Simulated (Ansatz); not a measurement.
Results of the Gaussian-basis code of Ansatz.

A structure relaxed at PBE0-D4/def2-TZVP, charge 0, multiplicity 1:

Cartesian coordinates in Å:
```
F -0.523 -0.361 -1.840
C -0.012 0.335 -0.799
C -0.690 0.190 0.553
C 0.641 -0.407 0.299
F 0.753 -1.734 0.218
F 1.728 0.118 0.881
H 0.387 1.302 -1.085
H -1.516 -0.509 0.593
H -0.767 1.067 1.182
```

(1) Give its formula and SMILES.

(2) Summarise the bond lengths by kind.

Results:

(1) C3H3F3, `FC1CC1(F)F`.

(2) 3 × C–F 1.334 to 1.352 Å; 3 × C–C 1.477 to 1.519 Å; 3 × C–H 1.082 to 1.085 Å.
